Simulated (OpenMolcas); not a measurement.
# A workflow on H3O+ (oxonium)

Wanted: a series of 17 runs (HF/ANO-S-MB, CASSCF(8,7)/ANO-S-VDZ, CASPT2(8,7)/ANO-S-VDZ, MC-PDFT[ftrevPBE](8,7)/ANO-S-VDZ, MC-PDFT[ftPBE](8,7)/ANO-S-VDZ, CASPT2[IPEA 0](8,7)/ANO-S-VDZ, SC-NEVPT2(8,7)/ANO-S-VDZ, CASPT2[IPEA 0.5](8,7)/ANO-S-VDZ, and more) of H3O. 

The results are computed with OpenMolcas 26.06.

1 further run of the same task is left out (set aside as unsound or not needed).

## (1) The system as given

H3O+ has 4 atoms, charge +1, and is taken as a singlet. SMILES: `[OH3+]`. The coordinates come from a GFN2-xTB relaxation.

Bond lengths: O1–H2 0.983 Å, O1–H3 0.983 Å, O1–H4 0.984 Å. Angles: H2–O1–H3 112.0°, H2–O1–H4 112.0°, H3–O1–H4 112.0°.

## (2) A single-point energy at HF/ANO-S-MB (run 1)

step1.inp reads:

```
* H3O Hartree-Fock
&GATEWAY
COORD
4
angstrom
O        0.196050      -0.061020      -0.056900
H        0.214230       0.919440       0.016470
H       -0.413410      -0.366620      -0.765680
H        0.003130      -0.491800       0.806120
BASIS=ANO-S-MB
GROUP=NoSym
&SEWARD
&SCF
CHARGE=1
PRORBITALS=1 2
```

Launch:

```
$ export MOLCAS_MEM=1860
$ pymolcas step1.inp > step1.log
```

The program printed:

```text
--- Start Module: gateway ---
[...]
--- Stop Module: gateway /rc=_RC_ALL_IS_WELL_ ---
--- Start Module: seward ---
[...]
      Basis functions            8
--- Stop Module: seward /rc=_RC_ALL_IS_WELL_ ---
--- Start Module: scf ---
[...]
       Convergence after  11 Iterations
[...]
::    Total SCF energy                                -76.1359795358
[...]
      Total spin, S                                     0.0000000000
[...]
      Total electronic charge=   10.000000
      Total            charge=    1.000000
[...]
      Dipole Moment (debye):
      Origin of the operator (angstrom)=    0.1545   -0.0481   -0.0448
                   X= -2.0890E+00               Y=  6.5026E-01               Z=  6.0627E-01           Total=  2.2703E+00
      Center of Charge (angstrom)
[...]
--- Stop Module: scf /rc=_RC_ALL_IS_WELL_ ---
[...]
```

It took 1.5 s on 1 thread of Arm Neoverse V2, shared host; peak memory 0.37 GiB.

## (3) The excited states at CASSCF(8,7)/ANO-S-VDZ (RICD fitting, 2 states averaged) (run 2)

step2.input reads:

```
* H3O CASSCF

&GATEWAY
 Coord
 4
 angstrom
 O        0.196050      -0.061020      -0.056900
 H        0.214230       0.919440       0.016470
 H       -0.413410      -0.366620      -0.765680
 H        0.003130      -0.491800       0.806120
 Basis
 ANO-S-MB
 Group
 NoSym

&SEWARD

&RASSCF
 FileOrb
 $CurrDir/step1.ScfOrb
 Spin
 1
 Nactel
 8 0 0
 Inactive
 1
 Ras2
 7
 CIRoot
 2 2 1
 OrbListing
 Nothing
>>> COPY $Project.RunFile RUNFIL1
>>> COPY $Project.RasOrb INPORB

&GATEWAY
 Coord
 4
 angstrom
 O        0.196050      -0.061020      -0.056900
 H        0.214230       0.919440       0.016470
 H       -0.413410      -0.366620      -0.765680
 H        0.003130      -0.491800       0.806120
 Basis
 ANO-S-VDZ
 Group
 NoSym
 RICD

&SEWARD
>>> COPY $Project.RunFile RUNFIL2

&EXPBAS

&RASSCF
 FileOrb
 $Project.ExpOrb
 Spin
 1
 Nactel
 8 0 0
 Inactive
 1
 Ras2
 7
 CIRoot
 2 2 1
 OrbListing
 NoCore
```

Launch:

```
$ export MOLCAS_MEM=1860
$ pymolcas step2.input > step2.log
```

The program printed:

```text
--- Start Module: gateway ---
[...]
      Basis functions            8
[...]
      Number of active orbitals                  7
[...]
      Spin quantum number                      0.0
[...]
      Active orbitals                            7
[...]
      Number of CSFs                           490
[...]
      Number of root(s) required                 2
[...]
      Convergence after  5 iterations
[...]
      Natural orbitals and occupation numbers for root  1
      sym 1:   1.988394   1.977525   1.977515   1.998529   0.015824   0.021111   0.021102
      Natural orbitals and occupation numbers for root  2
      sym 1:   1.995937   1.971976   1.971947   1.003473   0.990931   0.032890   0.032846
      ************************************************************************************************************************
      *                                                    Final results                                                     *
[...]
::    RASSCF root number  1 Total energy:    -76.19849444
::    RASSCF root number  2 Total energy:    -75.67624942
[...]
      Basis functions           15
[...]
--- Start Module: expbas ---
[...]
      Convergence after  9 iterations
[...]
      Natural orbitals and occupation numbers for root  1
      sym 1:   1.991858   1.978777   1.978768   1.998795   0.009465   0.021173   0.021164
      Natural orbitals and occupation numbers for root  2
      sym 1:   1.997043   1.977181   1.977166   1.037148   0.962218   0.024633   0.024612
      ************************************************************************************************************************
      *                                                    Final results                                                     *
[...]
::    RASSCF root number  1 Total energy:    -76.31952396
::    RASSCF root number  2 Total energy:    -75.89892503
[...]
```

Wall time 4.2 s (1 thread of Arm Neoverse V2, shared host); peak memory 0.37 GiB.

Runs 3 to 16 aren't shown in full; the table further down has their settings and results.

## (4) A structure relaxation at CASSCF(8,7)/ANO-S-VDZ (RICD fitting, 2 states averaged, root 2) (run 17)

step17.input reads:

```
&GATEWAY
 Coord
 4
 angstrom
 O        0.196050      -0.061020      -0.056900
 H        0.214230       0.919440       0.016470
 H       -0.413410      -0.366620      -0.765680
 H        0.003130      -0.491800       0.806120
 Basis=ANO-S-VDZ
 Group=NoSym
 RICD
>>> COPY $CurrDir/step2.RasOrb $Project.RasOrb
>>> EXPORT MOLCAS_MAXITER=40
>>> Do While

&SEWARD

&RASSCF
 FileOrb=$Project.RasOrb
 Spin=1
 Nactel=8 0 0
 Inactive=1
 Ras2=7
 CIRoot=2 2 1
 RlxRoot=2
 OrbListing=Nothing

&SLAPAF
>>> EndDo
```

Launch:

```
$ export MOLCAS_MEM=1860
$ pymolcas step17.input > step17.log
```

The program printed:

```text
--- Start Module: gateway ---

                                              &GATEWAY

                       available to each process: 1.9 GB of memory, 1 thread

++    Symmetry information:
      ---------------------

                    Character Table for C1

                             E
                    a        1  x, y, xy, Rz, z, xz, Ry, yz, Rx, I
--

++    Basis set information:
      ----------------------

      Basis set label: O.ANO-S...3S2P.

[... 213 lines left out ...]
      conf/sym  1111111     Coeff  Weight
[... 44 lines left out ...]
::    RASSCF root number  1 Total energy:    -76.31952204
[... 203 lines left out ...]
     Weights                                   0.500 0.500
[... 146 lines left out ...]
  force constant weighted redundant internal coordinates.
[... 279 lines left out ...]
 ###    ERROR: Error in NewCar                                               ###
[... 2 lines left out ...]
 ***********************************************
  ERROR: No convergence in NewCar !
  Strong linear dependency among Coordinates.
  Hint: Try to change the Internal Coordinates.
 ***********************************************

  NewCar: rInt
  mat. size =     6x    1
  -0.0020971494
  -0.0040054441
   3.8789111269
   0.0000861338
   0.0000364039
   3.7570962312

  NewCar: qInt
  mat. size =     6x    1
  -0.0021579410
  -0.0041211754
   3.9281770085
   0.0001554964
   0.0000728896
   3.6903257767

--- Stop Module: slapaf /rc=_RC_NOT_CONVERGED_ ---

.#######################.
.# Convergence problem #.
.#######################.

    Timing: Wall=8.57 User=6.86 System=1.15
```

It took 9 s on 1 thread of Arm Neoverse V2, shared host; peak memory 0.084 GiB.

The run stopped without converging.

## (5) The series

```
run                                                                                                                       level      task  start basis  partner    energy (Eh)  wall time
  1                                                                                                                 HF/ANO-S-MB    energy            –     base     -76.135980      1.5 s
  2                                                                     CASSCF(8,7)/ANO-S-VDZ (RICD fitting, 2 states averaged)   excited     ANO-S-MB     base     -76.319524      4.2 s
  3                                                             CASSCF(8,7)/ANO-S-VDZ (RICD fitting, 2 states averaged, root 1)  gradient            –     base     -76.319522      2.5 s
  4                                                                     CASSCF(8,7)/ANO-S-VDZ (RICD fitting, 2 states averaged)   excited            –     base     -76.319522      2.1 s
  5                                                                                        CASSCF(8,7)/ANO-S-VDZ (RICD fitting)      scan            –     base     -76.346487       13 s
  6              CASPT2(8,7)/ANO-S-VDZ (RICD fitting, ipea shift 0.25 Eh, pt2 variant SS, real shift 0.2 Eh, 2 states averaged)   excited            –     base     -76.378391      2.4 s
  7                                                          MC-PDFT[ftrevPBE](8,7)/ANO-S-VDZ (RICD fitting, 2 states averaged)   excited            –     base     -76.664549      3.6 s
  8                                                             MC-PDFT[ftPBE](8,7)/ANO-S-VDZ (RICD fitting, 2 states averaged)   excited            –     base     -76.601763      3.9 s
  9                            CASPT2[IPEA 0](8,7)/ANO-S-VDZ (RICD fitting, ipea shift 0 Eh, pt2 variant SS, 2 states averaged)   excited            –  triplet     -75.981227      4.2 s
 10                                                                                        CASSCF(8,7)/ANO-S-VDZ (RICD fitting)      scan            –     base     -76.346487       13 s
 11                                        SC-NEVPT2(8,7)/ANO-S-VDZ (RICD fitting, pt2 variant QD-SC-NEVPT2, 2 states averaged)   excited            –  rattled     -76.378384        3 s
 12  CASPT2[IPEA 0.5](8,7)/ANO-S-VDZ (RICD fitting, casscf solver Tight, ipea shift 0.5 Eh, pt2 variant XMS, 2 states averaged)   excited            –     base     -76.381259      2.3 s
 13                                 RASPT2(8,7)/ANO-S-VDZ (RICD fitting, ipea shift 0.25 Eh, pt2 variant SS, 2 states averaged)   excited            –     base     -76.393211       13 s
 14                   CASPT2[IPEA 0](8,7)/ANO-S-VDZ (RICD fitting, ipea shift 0 Eh, pt2 variant XMS, 2 states averaged, root 1)  gradient            –     base     -76.383209      3.9 s
 15                           CASPT2[IPEA 0](8,7)/ANO-S-VDZ (RICD fitting, ipea shift 0 Eh, pt2 variant RMS, 2 states averaged)   excited            –     base     -76.379070      2.6 s
 16                                                                                        CASSCF(8,7)/ANO-S-VDZ (RICD fitting)  optimise            –     base     -76.350846      7.8 s
 17                                                             CASSCF(8,7)/ANO-S-VDZ (RICD fitting, 2 states averaged, root 2)  optimise            –     base  not converged        9 s
```

## (6) Results

| quantity | value |
| --- | --- |
| run 16, CASSCF(8,7)/ANO-S-VDZ: total energy at the end | -76.35085 Eh |

In run 1 the basis is minimal, so the values are rough. All runs together took 93 s, the longest 13 s. 1 of the 17 runs did not end normally.
